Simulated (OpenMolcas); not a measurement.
# Converging the basis set for SiO2 (silicon dioxide molecule)

SiO2 has 3 atoms, charge 0, and is taken as a singlet. As SMILES, `O=[Si]=O`. Geometry: relaxed at GFN2-xTB.

```xyz
3

O     0.6912    1.2173    0.5137
Si   -0.0007    0.0004   -0.0002
O    -0.6905   -1.2177   -0.5136
```

Program: OpenMolcas 26.06. Method: HF. Swept: basis set. Watched: the total energy. Each run: energy. Hardware: 1 thread of Intel Xeon Platinum 8175M at 2.50GHz (Skylake/Cascade Lake), shared host.

The last row is the best point of the sweep, not the limit.

The candidates, from coarse to fine: cc-pVDZ; cc-pCVDZ; cc-pVTZ; cc-pCVTZ. Estimate which is the coarsest that holds the total energy within 10 mEh of the last.

cc-pVTZ: it is 7.623 mEh off and takes 11 s, against 41 s for cc-pCVTZ. Totals converge more slowly than differences, where errors cancel.

| basis set | basis functions | energy (Eh) | from the best (mEh) | wall time |
| --- | --- | --- | --- | --- |
| cc-pVDZ | 46 | -438.629038 | +99.019 | 2.8 s |
| cc-pCVDZ | 63 | -438.632235 | +95.821 | 3.9 s |
| cc-pVTZ | 94 | -438.720433 | +7.623 | 11 s |
| cc-pCVTZ | 145 | -438.728056 | 0.000 | 41 s |
